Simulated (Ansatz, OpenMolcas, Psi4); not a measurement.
Calibrating revPBE/cc-pVTZ on N-containing molecules

The atomisation enthalpy at 298 K in kJ/mol of 6 N-containing molecules: x at revPBE/cc-pVTZ, y from tabulated heats of molecules and atoms (Active Thermochemical Tables, NIST-JANAF tables). Shapes, held fixed at every level: PBE0-D4/def2-TZVP. Computed values hold a harmonic thermal term (PBE0-D4/def2-TZVP) and the atoms' spin-orbit lowering. Programs: Ansatz 0.2.0, OpenMolcas 26.06, Psi4 1.11. A level may come from different programs for different species; with the same settings they agree closely.

| molecule | x (kJ/mol) | y (kJ/mol) |
| --- | --- | --- |
| NClO (nitrosyl chloride) | 865 | 790 |
| HCN (hydrogen cyanide) | 1283 | ? |
| NO2F (nitryl fluoride) | 1286 | 1159 |
| HOCN (cyanic acid) | 1690 | 1671 |
| CH3N (methanimine) | 1745 | 1755 |
| C2N2 (bisisocyanide) | 1831 | 1766 |

Task: Fit y = c + s·x to the known rows and predict y for HCN.

Result: 
1. Means of the 5 rows: x = 1483.40, y = 1428.2.
2. Σ(Δx)² = 653329, Σ(Δx·Δy) = 700876, so the slope is 700876/653329 = 1.0728.
3. Intercept: 1428.2 − (1.0728) × 1483.40 = -163.2. The largest residual of the fit is 57.
4. HCN: -163.2 + 1.0728 × 1283 = 1213 kJ/mol.

The tabulated heats give 1278 kJ/mol, so the prediction is off by -65 kJ/mol, about the largest residual. Uncorrected, revPBE/cc-pVTZ misses HCN by +5 kJ/mol, and the other rows by 59 on average. The line makes this one worse. Left out in turn, the other rows are missed by 69 kJ/mol on average, worse than no correction. The heats of NO2F (nitryl fluoride) come from older tables and can be uncertain by 10 kJ/mol or more.
